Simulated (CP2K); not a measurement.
# BCl (SMILES [B]Cl): levels of theory compared

Wanted: a comparison of 5 runs (BLYP-D3(BJ)/DZVP-MOLOPT-SR-GTH, PBE/DZVP-MOLOPT-SR-GTH, PBE/TZV2P-MOLOPT-PBE-GTH, r2SCAN/TZV2P-MOLOPT-SCAN-GTH, revPBE-D3(BJ)/TZV2P-MOLOPT-PBE-GTH) of BCl. 

Program for the calculation: CP2K 2026.2.

## Step 1: Starting point

BCl: 2 atoms, total charge 0, spin state singlet. SMILES: `[B]Cl`. Geometry: relaxed at PBE0-D4/def2-TZVP.

Bond lengths: B1–Cl2 1.718 Å.

## Step 2: The energy at BLYP-D3(BJ)/DZVP-MOLOPT-SR-GTH (core potential) (run 1)

Input file mol.inp:

```
&GLOBAL
  PROJECT mol
  RUN_TYPE ENERGY
  PRINT_LEVEL MEDIUM
&END GLOBAL

&FORCE_EVAL
  METHOD QUICKSTEP
  &DFT
    BASIS_SET_FILE_NAME BASIS_MOLOPT
    POTENTIAL_FILE_NAME GTH_POTENTIALS
    CHARGE 0
    MULTIPLICITY 1
    &QS
      METHOD GPW
      EPS_DEFAULT 1.0E-10
    &END QS
    &MGRID
      CUTOFF 400
      REL_CUTOFF 50
      NGRIDS 4
    &END MGRID
    &POISSON
      PERIODIC NONE
      POISSON_SOLVER WAVELET
    &END POISSON
    &SCF
      SCF_GUESS ATOMIC
      EPS_SCF 1.0E-06
      MAX_SCF 80
      ADDED_MOS 3
      &DIAGONALIZATION
        ALGORITHM STANDARD
      &END DIAGONALIZATION
      &MIXING
        METHOD DIRECT_P_MIXING
        ALPHA 0.4
      &END MIXING
    &END SCF
    &XC
      &XC_FUNCTIONAL BLYP
      &END XC_FUNCTIONAL
      &VDW_POTENTIAL
        POTENTIAL_TYPE PAIR_POTENTIAL
        &PAIR_POTENTIAL
          TYPE DFTD3(BJ)
          PARAMETER_FILE_NAME dftd3.dat
          REFERENCE_FUNCTIONAL BLYP
          R_CUTOFF 15
        &END PAIR_POTENTIAL
      &END VDW_POTENTIAL
    &END XC
    &PRINT
      &MOMENTS
        PERIODIC F
        REFERENCE COM
        MAX_MOMENT 1
      &END MOMENTS
      &MO ON
        ENERGIES T
        OCCUPATION_NUMBERS T
        NDIGITS 6
        &EACH
          QS_SCF 0
        &END EACH
        ADD_LAST NUMERIC
      &END MO
      &HIRSHFELD OFF
      &END HIRSHFELD
    &END PRINT
  &END DFT
  &SUBSYS
    &CELL
      ABC [angstrom] 11.7 11.7 11.7
      PERIODIC NONE
    &END CELL
    &COORD
      SCALED T
      B    0.50000000   0.50000000   0.42658761
      Cl   0.50000000   0.50000000   0.57341239
    &END COORD
    &KIND B
      BASIS_SET DZVP-MOLOPT-SR-GTH-q3
      POTENTIAL GTH-BLYP-q3
    &END KIND
    &KIND Cl
      BASIS_SET DZVP-MOLOPT-SR-GTH-q7
      POTENTIAL GTH-BLYP-q7
    &END KIND
  &END SUBSYS
&END FORCE_EVAL
```

Started as:

```
$ OMP_NUM_THREADS=1 cp2k.psmp -i mol.inp -o mol.out
```

Output:

```text
CP2K| version string:                                       CP2K version 2026.2
[...]
 GLOBAL| Method name                                                        CP2K
[...]
 GLOBAL| Run type                                                         ENERGY
[...]
 DFT| Spin restricted Kohn-Sham (RKS) calculation                            RKS
 DFT| Multiplicity                                                             1
[...]
 DFT| Charge                                                                   0
[...]
 FUNCTIONAL| BECKE88:
 FUNCTIONAL| LYP:
[...]
 QS| Method:                                                                 GPW
[...]
 QS| Density cutoff [a.u.]:                                                200.0
[...]
 QS| Relative density cutoff [a.u.]:                                        25.0
[...]
                             - Atoms:                                          2
[...]
                             - Spherical basis functions:                     26
[...]
 Number of electrons:                                                         10
[...]
     1 P_Mix/Diag. 0.40E+00    2.3     0.67054942       -17.6322518181 -1.76E+01
[...]
    13 DIIS/Diag.  0.19E-06    1.9     0.00000030       -17.6631862542 -6.94E-12
  *** SCF run converged in    13 steps ***
[...]
  Overlap energy of the core charge distribution:               0.00000024094446
  Self energy of the core charge distribution:                -39.70061499186561
  Core Hamiltonian energy:                                      9.47428116966654
  Hartree energy:                                              16.34307749892143
  Exchange-correlation energy:                                 -3.77769148265607
  Dispersion energy:                                           -0.00223868919838
  Total energy:                                               -17.66318625418762
[...]
                     Mulliken Population Analysis
 #  Atom  Element  Kind  Atomic population                           Net charge
       1     B        1          3.059855                             -0.059855
       2     Cl       2          6.940145                              0.059855
 # Total charge                             10.000000                 -0.000000
[...]
  Dipole moment [Debye]
    X=  0.9522514E-12 Y=  0.9403935E-12 Z=  0.1622389E+01  Total=      1.6223888
 ENERGY| Total FORCE_EVAL ( QS ) energy [hartree]            -17.663186254187622
[...]
```

Wall time 26 s (1 thread of Arm Neoverse V2, shared host); peak memory 1.1 GiB.

## Step 3: The energy at PBE/DZVP-MOLOPT-SR-GTH (core potential) (run 2)

Input file mol.inp:

```
&GLOBAL
  PROJECT_NAME mol
  RUN_TYPE ENERGY
  PRINT_LEVEL MEDIUM
&END GLOBAL

&FORCE_EVAL
  METHOD Quickstep
  &DFT
    BASIS_SET_FILE_NAME BASIS_MOLOPT
    POTENTIAL_FILE_NAME GTH_POTENTIALS
    CHARGE 0
    MULTIPLICITY 1
    &QS
      METHOD GPW
      EPS_DEFAULT 1.0E-10
    &END QS
    &MGRID
      CUTOFF 400
      REL_CUTOFF 50
      NGRIDS 4
    &END MGRID
    &POISSON
      PERIODIC NONE
      POISSON_SOLVER WAVELET
    &END POISSON
    &SCF
      SCF_GUESS ATOMIC
      EPS_SCF 1.0E-06
      MAX_SCF 40
      &OT ON
        MINIMIZER DIIS
        PRECONDITIONER FULL_ALL
      &END OT
      &OUTER_SCF
        EPS_SCF 1.0E-06
        MAX_SCF 10
      &END OUTER_SCF
    &END SCF
    &XC
      &XC_FUNCTIONAL PBE
      &END XC_FUNCTIONAL
    &END XC
    &PRINT
      &MOMENTS
        PERIODIC F
        REFERENCE COM
        MAX_MOMENT 1
      &END MOMENTS
      &MO_CUBES
        NLUMO 5
        NHOMO -1
        WRITE_CUBE F
      &END MO_CUBES
      &HIRSHFELD OFF
      &END HIRSHFELD
    &END PRINT
  &END DFT
  &SUBSYS
    &CELL
      ABC [angstrom] 11.7 11.7 11.7
      PERIODIC NONE
    &END CELL
    &COORD
      B      0.000000     0.000000    -0.069660
      Cl     0.000000     0.000000     1.648190
    &END COORD
    &TOPOLOGY
      &CENTER_COORDINATES
      &END CENTER_COORDINATES
    &END TOPOLOGY
    &KIND B
      BASIS_SET DZVP-MOLOPT-SR-GTH-q3
      POTENTIAL GTH-PBE-q3
    &END KIND
    &KIND Cl
      BASIS_SET DZVP-MOLOPT-SR-GTH-q7
      POTENTIAL GTH-PBE-q7
    &END KIND
  &END SUBSYS
&END FORCE_EVAL
```

Started as:

```
$ OMP_NUM_THREADS=1 cp2k.psmp -i mol.inp -o mol.out
```

Output:

```text
CP2K| version string:                                       CP2K version 2026.2
[...]
 GLOBAL| Method name                                                        CP2K
[...]
 GLOBAL| Run type                                                         ENERGY
[...]
 DFT| Spin restricted Kohn-Sham (RKS) calculation                            RKS
 DFT| Multiplicity                                                             1
[...]
 DFT| Charge                                                                   0
[...]
 FUNCTIONAL| PBE:
 QS| Method:                                                                 GPW
[...]
 QS| Density cutoff [a.u.]:                                                200.0
[...]
 QS| Relative density cutoff [a.u.]:                                        25.0
[...]
                             - Atoms:                                          2
[...]
                             - Spherical basis functions:                     26
[...]
 Number of electrons:                                                         10
[...]
     1 OT DIIS     0.15E+00    2.5     0.29036667       -17.1649933048 -1.72E+01
[...]
    17 OT DIIS     0.15E+00    2.0     0.00000088       -17.7167890342 -4.77E-11
  *** SCF run converged in    17 steps ***
[...]
  Overlap energy of the core charge distribution:               0.00000019833966
  Self energy of the core charge distribution:                -39.77320678106095
  Core Hamiltonian energy:                                      9.46417769086589
  Hartree energy:                                              16.41327652608447
  Exchange-correlation energy:                                 -3.82103666843322
  Total energy:                                               -17.71678903420415
[...]
                     Mulliken Population Analysis
 #  Atom  Element  Kind  Atomic population                           Net charge
       1     B        1          3.073985                             -0.073985
       2     Cl       2          6.926015                              0.073985
 # Total charge                             10.000000                 -0.000000
[...]
  Dipole moment [Debye]
    X=  0.1289934E-04 Y=  0.9177982E-05 Z=  0.1616492E+01  Total=      1.6164921
[...]
 HOMO - LUMO gap [eV] :    3.308194
 ENERGY| Total FORCE_EVAL ( QS ) energy [hartree]            -17.716789034204147
[...]
```

Run time: 37 s. Hardware: 1 thread of Arm Neoverse V2, shared host; peak memory 1.1 GiB.

Runs 3 to 4 aren't shown in full; the table further down has their settings and results.

## Step 4: The energy at revPBE-D3(BJ)/TZV2P-MOLOPT-PBE-GTH (core potential) (run 5)

Input file qs.inp:

```
&GLOBAL
 PROJECT qs
 RUN_TYPE ENERGY
 PRINT_LEVEL MEDIUM
&END GLOBAL

&FORCE_EVAL
 METHOD QS
 &DFT
  BASIS_SET_FILE_NAME BASIS_MOLOPT_UZH
  POTENTIAL_FILE_NAME POTENTIAL_UZH
  CHARGE 0
  MULTIPLICITY 1
  &QS
   METHOD GPW
   EPS_DEFAULT 1.0E-10
  &END QS
  &MGRID
   CUTOFF 400
   REL_CUTOFF 50
   NGRIDS 4
  &END MGRID
  &POISSON
   PERIODIC NONE
   POISSON_SOLVER WAVELET
  &END POISSON
  &SCF
   SCF_GUESS ATOMIC
   EPS_SCF 1.0E-06
   MAX_SCF 80
   ADDED_MOS 5
   &DIAGONALIZATION
    ALGORITHM STANDARD
   &END DIAGONALIZATION
   &MIXING
    METHOD BROYDEN_MIXING
    ALPHA 0.3
    NBUFFER 4
   &END MIXING
  &END SCF
  &XC
   &XC_FUNCTIONAL
    &PBE
     PARAMETRIZATION REVPBE
    &END PBE
   &END XC_FUNCTIONAL
   &VDW_POTENTIAL
    POTENTIAL_TYPE PAIR_POTENTIAL
    &PAIR_POTENTIAL
     TYPE DFTD3(BJ)
     PARAMETER_FILE_NAME dftd3.dat
     REFERENCE_FUNCTIONAL revPBE
     R_CUTOFF 15
    &END PAIR_POTENTIAL
   &END VDW_POTENTIAL
  &END XC
  &PRINT
   &MOMENTS
    PERIODIC F
    REFERENCE COM
    MAX_MOMENT 1
   &END MOMENTS
   &MO ON
    ENERGIES T
    OCCUPATION_NUMBERS T
    NDIGITS 6
    &EACH
     QS_SCF 0
    &END EACH
    ADD_LAST NUMERIC
   &END MO
   &HIRSHFELD OFF
   &END HIRSHFELD
  &END PRINT
 &END DFT
 &SUBSYS
  &CELL
   ABC [angstrom] 11.7 11.7 11.7
   PERIODIC NONE
  &END CELL
  &COORD
   SCALED T
   B    0.50000000   0.50000000   0.42658761
   Cl   0.50000000   0.50000000   0.57341239
  &END COORD
  &KIND B
   BASIS_SET TZV2P-MOLOPT-PBE-GTH-q3
   POTENTIAL GTH-PBE-q3
  &END KIND
  &KIND Cl
   BASIS_SET TZV2P-MOLOPT-PBE-GTH-q7
   POTENTIAL GTH-PBE-q7
  &END KIND
 &END SUBSYS
&END FORCE_EVAL
```

Started as:

```
$ OMP_NUM_THREADS=1 cp2k.psmp -i qs.inp -o qs.out
```

Output:

```text
CP2K| version string:                                       CP2K version 2026.2
[...]
 GLOBAL| Method name                                                        CP2K
[...]
 GLOBAL| Run type                                                         ENERGY
[...]
 DFT| Spin restricted Kohn-Sham (RKS) calculation                            RKS
 DFT| Multiplicity                                                             1
[...]
 DFT| Charge                                                                   0
[...]
 FUNCTIONAL| PBE:
[...]
 QS| Method:                                                                 GPW
[...]
 QS| Density cutoff [a.u.]:                                                200.0
[...]
 QS| Relative density cutoff [a.u.]:                                        25.0
[...]
                             - Atoms:                                          2
[...]
                             - Spherical basis functions:                     58
[...]
 Number of electrons:                                                         10
[...]
     1 NoMix/Diag. 0.30E+00    2.5     0.62329704       -17.7126028379 -1.77E+01
[...]
    23 Broy./Diag. 0.30E+00    2.3     0.00000098       -17.7474487233  3.86E-06
  *** SCF run converged in    23 steps ***
[...]
  Overlap energy of the core charge distribution:               0.00000020213693
  Self energy of the core charge distribution:                -39.75607922317846
  Core Hamiltonian energy:                                      9.41809069189540
  Hartree energy:                                              16.43240090819828
  Exchange-correlation energy:                                 -3.83951066598837
  Dispersion energy:                                           -0.00235063633285
  Total energy:                                               -17.74744872326907
[...]
                     Mulliken Population Analysis
 #  Atom  Element  Kind  Atomic population                           Net charge
       1     B        1          2.915616                              0.084384
       2     Cl       2          7.084384                             -0.084384
 # Total charge                             10.000000                 -0.000000
[...]
  Dipole moment [Debye]
    X=  0.3059287E-07 Y=  0.3059287E-07 Z=  0.1737775E+01  Total=      1.7377747
 ENERGY| Total FORCE_EVAL ( QS ) energy [hartree]            -17.747448723269066
[...]
```

Run time: 56 s. Hardware: 1 thread of Arm Neoverse V2, shared host; peak memory 1.6 GiB.

## Step 5: Overview of the runs

```tsv
run	level	core potential	iteration cap	energy (Eh)	dipole moment (D)	HOMO energy (eV)	LUMO energy (eV)	wall time
1	BLYP-D3(BJ)/DZVP-MOLOPT-SR-GTH (core potential)	GTH-BLYP	80	-17.663186	1.62	-5.80	-2.44	26 s
2	PBE/DZVP-MOLOPT-SR-GTH (core potential)	GTH-PBE	40	-17.716789	1.62	-5.95	-2.64	37 s
3	PBE/TZV2P-MOLOPT-PBE-GTH (core potential)	GTH-PBE	50	-17.719089	1.73	-6.19	-2.86	46 s
4	r2SCAN/TZV2P-MOLOPT-SCAN-GTH (core potential)	GTH-SCAN	150	-17.732127	1.76	-6.49	-2.64	3.1 min
5	revPBE-D3(BJ)/TZV2P-MOLOPT-PBE-GTH (core potential)	GTH-PBE	80	-17.747449	1.74	-6.17	-2.79	56 s
```

## Step 6: Outcome

| quantity | value |
| --- | --- |
| run 5: total energy | -17.74745 Eh |
| run 5: dipole moment | 1.74 D |
| run 5: HOMO energy | -6.17 eV |
| run 5: LUMO energy | -2.79 eV |
| run 5: HOMO–LUMO gap | 3.38 eV |
| run 5: dispersion energy | -6.17 kJ/mol |

What this shows: The dipole moment (its size) runs from 1.62 D (PBE/DZVP-MOLOPT-SR-GTH) to 1.76 D (r2SCAN/TZV2P-MOLOPT-SCAN-GTH). The two ends differ in method and basis. The HOMO–LUMO gap runs from 3.31 eV (PBE/DZVP-MOLOPT-SR-GTH) to 3.85 eV (r2SCAN/TZV2P-MOLOPT-SCAN-GTH). Totals of different functionals can't be ranked against each other. All runs together took 5.9 min, the longest 3.1 min.
